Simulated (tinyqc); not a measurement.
RKS/B3LYP (VWN-RPA form) in the sto-6g basis, for HF, spin multiplicity 1, step by step. One step of it, computed by the program tinyqc.

Task: Iteration 1: building the Kohn-Sham matrix. J_ij = sum D_kl (ij|kl), K_ij = sum D_kl (ik|jl); F = H + J - 0.1 K + V_xc; E = tr D H + tr D J / 2 - 0.05 tr D K + E_xc + E_nn.

D at the start:
```
            1F 1s      1F 2s     1F 2px     1F 2py     1F 2pz      2H 1s
1F 1s    1.278775   0.079479  -0.386552   0.135730  -0.002029  -0.884613
1F 2s    0.079479   1.839477   0.273012  -0.095863   0.110276   0.117229
1F 2px  -0.386552   0.273012   1.821832   0.062560   0.007390  -0.446554
1F 2py   0.135730  -0.095863   0.062560   1.978033  -0.002595   0.156799
1F 2pz  -0.002029   0.110276   0.007390  -0.002595   2.102698  -0.461802
2H 1s   -0.884613   0.117229  -0.446554   0.156799  -0.461802   1.120585
```

core Hamiltonian H = T + V (hartree):
```
             1F 1s       1F 2s     1F 2px     1F 2py     1F 2pz      2H 1s
1F 1s   -40.834302   -9.104278   0.000000   0.000000  -0.008023  -0.837445
1F 2s    -9.104278  -10.802510   0.000000   0.000000  -0.094590  -2.023684
1F 2px    0.000000    0.000000  -8.617340   0.000000   0.000000   0.000000
1F 2py    0.000000    0.000000   0.000000  -8.617340   0.000000   0.000000
1F 2pz   -0.008023   -0.094590   0.000000   0.000000  -8.664242  -1.469015
2H 1s    -0.837445   -2.023684   0.000000   0.000000  -1.469015  -4.122408
```

Two-electron integrals (ij|kl) in chemists' order, unique and non-zero (hartree):
```
(11|11) 5.406240   (21|11) 0.768129   (21|21) 0.138909   (22|11) 1.266271
(22|21) 0.283987   (22|22) 0.926367   (31|31) 0.029452   (32|31) 0.044681
(32|32) 0.204753   (33|11) 1.266273   (33|21) 0.283987   (33|22) 0.926366
(33|33) 0.998085   (41|41) 0.029452   (42|41) 0.044681   (42|42) 0.204753
(43|43) 0.053789   (44|11) 1.266273   (44|21) 0.283987   (44|22) 0.926366
(44|33) 0.890506   (44|44) 0.998085   (51|51) 0.029452   (52|51) 0.044681
(52|52) 0.204753   (53|53) 0.053789   (54|54) 0.053789   (55|11) 1.266273
(55|21) 0.283987   (55|22) 0.926366   (55|33) 0.890506   (55|44) 0.890506
(55|55) 0.998085   (61|11) 0.074615   (61|21) 0.012947   (61|22) 0.025934
(61|33) 0.025891   (61|44) 0.025891   (61|51) 0.000563   (61|52) 0.001108
(61|55) 0.026020   (61|61) 0.001227   (62|11) 0.207208   (62|21) 0.047256
(62|22) 0.174288   (62|33) 0.171774   (62|44) 0.171774   (62|51) 0.003437
(62|52) 0.026907   (62|55) 0.179316   (62|61) 0.004415   (62|62) 0.042420
(63|31) 0.005001   (63|32) 0.029465   (63|53) 0.005511   (63|63) 0.005913
(64|41) 0.005001   (64|42) 0.029465   (64|54) 0.005511   (64|64) 0.005913
(65|11) 0.149772   (65|21) 0.034609   (65|22) 0.136326   (65|33) 0.130838
(65|44) 0.130838   (65|51) 0.007111   (65|52) 0.048625   (65|55) 0.147303
(65|61) 0.003358   (65|62) 0.040714   (65|65) 0.044541   (66|11) 0.405586
(66|21) 0.094201   (66|22) 0.400447   (66|33) 0.388868   (66|44) 0.388868
(66|51) 0.007492   (66|52) 0.083651   (66|55) 0.423603   (66|61) 0.008834
(66|62) 0.133394   (66|65) 0.147938   (66|66) 0.774999
```

nuclear repulsion = 3.68621896 hartree

V_xc (hartree):
```
            1F 1s      1F 2s     1F 2px     1F 2py     1F 2pz      2H 1s
1F 1s   -2.521332  -0.333005   0.006039  -0.002122  -0.001137  -0.033246
1F 2s   -0.333005  -0.752781  -0.008066   0.002828  -0.003438  -0.129937
1F 2px   0.006039  -0.008066  -0.748220  -0.002766   0.001377  -0.000672
1F 2py  -0.002122   0.002828  -0.002766  -0.755180  -0.000491   0.000234
1F 2pz  -0.001137  -0.003438   0.001377  -0.000491  -0.762159  -0.100380
2H 1s   -0.033246  -0.129937  -0.000672   0.000234  -0.100380  -0.374271
```

E_xc = sum of w rho eps_xc = -7.33960477 hartree

Give: Coulomb J; exchange K; Kohn-Sham matrix F; total energy of this density.

Result:

Coulomb J (hartree):
```
          1F 1s    1F 2s   1F 2px   1F 2py   1F 2pz    2H 1s
1F 1s   17.0717   3.2648  -0.0028   0.0010   0.0114   0.3042
1F 2s    3.2648   9.1542   0.0509  -0.0179   0.0982   1.7428
1F 2px  -0.0028   0.0509   9.1301   0.0067  -0.0041   0.0070
1F 2py   0.0010  -0.0179   0.0067   9.1469   0.0014  -0.0025
1F 2pz   0.0114   0.0982  -0.0041   0.0014   9.1856   1.3936
2H 1s    0.3042   1.7428   0.0070  -0.0025   1.3936   4.4045
```

exchange K (hartree):
```
          1F 1s    1F 2s   1F 2px   1F 2py   1F 2pz    2H 1s
1F 1s    7.3367   1.6967  -0.4249   0.1492  -0.1067  -0.1057
1F 2s    1.6967   3.1153   0.0919  -0.0323   0.0499   0.6318
1F 2px  -0.4249   0.0919   2.4588   0.0591  -0.0539  -0.1323
1F 2py   0.1492  -0.0323   0.0591   2.6063   0.0189   0.0464
1F 2pz  -0.1067   0.0499  -0.0539   0.0189   2.6371   0.3609
2H 1s   -0.1057   0.6318  -0.1323   0.0464   0.3609   0.9529
```

Kohn-Sham matrix F (hartree):
```
           1F 1s    1F 2s   1F 2px   1F 2py   1F 2pz    2H 1s
1F 1s   -27.0176  -6.3422   0.0457  -0.0160   0.0129  -0.5559
1F 2s    -6.3422  -2.7126   0.0337  -0.0118  -0.0049  -0.4740
1F 2px    0.0457   0.0337  -0.4814  -0.0019   0.0026   0.0196
1F 2py   -0.0160  -0.0118  -0.0019  -0.4863  -0.0009  -0.0069
1F 2pz    0.0129  -0.0049   0.0026  -0.0009  -0.5046  -0.2119
2H 1s    -0.5559  -0.4740   0.0196  -0.0069  -0.2119  -0.1875
```

total energy of this density = -83.640499 hartree
